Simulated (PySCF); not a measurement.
Species, as SMILES: P#P (P2).
Geometry (B3LYP-D3(BJ)/def2-TZVP, fixed):
```xyz
2

P      0.0000     0.0000    -0.9447
P      0.0000     0.0000     0.9447
```
Charge 0, spin multiplicity 1.

Basis-set convergence of the isotropic shielding of P1 at HF with PySCF. GIAO, no density fitting; atoms are numbered in the order shown. All functions are spherical. No added dispersion term, no relativity. Reference: the value in pcSseg-3, -372.14 ppm, itself unsure by roughly 17.18 ppm (its mean distance from cc-pV(5+d)Z, pcseg-3, pcSseg-2). Deviations are taken from unrounded values.

```tsv
basis	functions	isotropic shielding of P1 (ppm)
def2-SVP	36	-259.72
def2-SVPD	48	-238.28
pcseg-1	36	-389.26
aug-pcseg-1	54	-351.73
cc-pV(D+d)Z	46	-244.17
aug-cc-pV(D+d)Z	64	-222.07
6-311G**	52	-426.40
6-311+G**	60	-409.14
pcseg-2	68	-393.63
aug-pcseg-2	100	-361.30
def2-TZVP	74	-404.54
def2-TZVPD	86	-391.43
cc-pV(T+d)Z	78	-325.68
aug-cc-pV(T+d)Z	110	-316.42
def2-TZVPP	84	-404.33
def2-TZVPPD	96	-391.28
cc-pV(Q+d)Z	128	-274.11
aug-cc-pV(Q+d)Z	178	-272.00
pcseg-3	128	-380.24
aug-pcseg-3	178	-371.13
def2-QZVPP	140	-379.81
def2-QZVPPD	152	-377.22
```

What the diffuse functions change, pair by pair:
- def2-SVP to def2-SVPD: 12 more functions, deviation 112.42 to 133.86 ppm
- pcseg-1 to aug-pcseg-1: 18 more functions, deviation -17.12 to 20.41 ppm
- cc-pV(D+d)Z to aug-cc-pV(D+d)Z: 18 more functions, deviation 127.97 to 150.06 ppm
- 6-311G** to 6-311+G**: 8 more functions, deviation -54.26 to -37.00 ppm
- pcseg-2 to aug-pcseg-2: 32 more functions, deviation -21.50 to 10.83 ppm
- def2-TZVP to def2-TZVPD: 12 more functions, deviation -32.41 to -19.30 ppm
- cc-pV(T+d)Z to aug-cc-pV(T+d)Z: 32 more functions, deviation 46.45 to 55.71 ppm
- def2-TZVPP to def2-TZVPPD: 12 more functions, deviation -32.19 to -19.14 ppm
- cc-pV(Q+d)Z to aug-cc-pV(Q+d)Z: 50 more functions, deviation 98.03 to 100.13 ppm
- pcseg-3 to aug-pcseg-3: 50 more functions, deviation -8.11 to 1.00 ppm
- def2-QZVPP to def2-QZVPPD: 12 more functions, deviation -7.67 to -5.09 ppm

They bring the value nearer the reference by more than 17.18 ppm in 1 of 11 pairs.
